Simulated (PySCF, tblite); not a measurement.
Potential energy surface of CH3, doublet: umbrella (inversion) coordinate, bond length relaxed. Scanned: angle between the C-H bonds and the threefold axis (90 = planar). Other coordinates (C-H bond length) were minimised at PBE0/def2-TZVP. Each profile is relative to its own lowest point.

| a / ° | A | B | C |
|---|---|---|---|
| 90 | 0.0 | 0.0 | 0.0 |
| 93 | 0.2 | 0.3 | 0.3 |
| 96 | 1.1 | 1.5 | 1.4 |
| 99 | 3.0 | 3.8 | 3.4 |
| 102 | 6.6 | 7.8 | 6.9 |
| 105 | 12.7 | 14.0 | 12.3 |
| 108 | 22.0 | 23.1 | 20.2 |
| 111 | 35.4 | 35.8 | 31.3 |
| 114 | 53.5 | 52.6 | 46.2 |
| 117 | 76.9 | 74.1 | 65.7 |
| 120 | 106.2 | 100.9 | 90.5 |
| 123 | 142.0 | 133.4 | 121.6 |
| 126 | 184.8 | 172.3 | 159.9 |
| 129 | 235.1 | 217.9 | 206.4 |
| 132 | 293.7 | 270.9 | 262.4 |

Energies in kJ/mol.

Question: Match the curves with the methods CCSD on UHF/cc-pVTZ, 1 core orbital frozen (PySCF); GFN2-xTB, 300 K electronic temperature in tblite 0.5.0; UHF/cc-pVTZ run with PySCF 2.14.0.

Answer: A is UHF; B is CCSD; C is GFN2-xTB.
